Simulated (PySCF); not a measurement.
Compound: C4H4O.
SMILES with atom numbers: `[cH:1]1[cH:2][cH:3][o:4][cH:5]1` (hydrogens: H6 on C1; H7 on C2; H8 on C3; H9 on C5)

Method: CAM-B3LYP/6-31G* geometry optimisation, gas phase in PySCF 2.14.0; density fitting, grid level 1; the optimiser is geomeTRIC in internal coordinates, started from a GFN2-xTB structure.

Step 0: E = -6255.9014 eV
```
atom  x, y, z in Å  |  force x, y, z in eV/Å
C1     -0.8490    0.5497   -0.1100   -0.139  -0.459   0.016
C2      0.5273    0.8722   -0.0092    0.315  -0.345   0.047
C3      1.1780   -0.3148    0.1187    0.208   0.757  -0.028
O4      0.3074   -1.3366    0.1035    0.116  -0.546   0.044
C5     -0.9182   -0.8063   -0.0352   -0.515   0.585  -0.076
H6     -1.6665    1.2321   -0.2212   -0.312   0.183  -0.040
H7      0.9649    1.8489   -0.0299    0.209   0.313   0.001
H8      2.2173   -0.5545    0.2246    0.231  -0.206   0.031
H9     -1.7477   -1.4846   -0.0665   -0.112  -0.282   0.006
```

Task: Estimate the geometry and energy of step 1. (The exact step hangs on the optimiser's Hessian estimate; all steps are aligned on step 0, rigid shifts and turns removed.)

Result: E = -6255.9233 eV, largest force 0.191 eV/Å
```
atom  x, y, z in Å  |  force x, y, z in eV/Å
C1     -0.8574    0.5509   -0.1109   -0.069   0.109  -0.011
C2      0.5342    0.8773   -0.0090    0.014   0.126  -0.005
C3      1.1870   -0.3006    0.1188   -0.034  -0.188   0.006
O4      0.3069   -1.3350    0.1037   -0.012   0.051  -0.002
C5     -0.9326   -0.7977   -0.0364    0.114  -0.152   0.017
H6     -1.6853    1.2367   -0.2239    0.027  -0.016   0.003
H7      0.9799    1.8619   -0.0286   -0.017  -0.027  -0.001
H8      2.2244   -0.5785    0.2258   -0.009   0.049  -0.003
H9     -1.7436   -1.5091   -0.0648   -0.014   0.048  -0.003
```

The energy changes by -0.0219 eV. The first-order estimate −F·Δx gives -0.0522 eV and the mean of the old and new forces, exact on a quadratic surface, -0.0221 eV. The step makes an angle of 50° with the force vector and moves no atom by more than 0.025 Å.

The cost below is that of the whole optimisation. The run took 9.7 s wall on one thread of an Arm Neoverse V2, no GPU, shared host with 192 logical CPUs at a one-minute load of 16, and the process peaked at 0.46 GiB of memory.
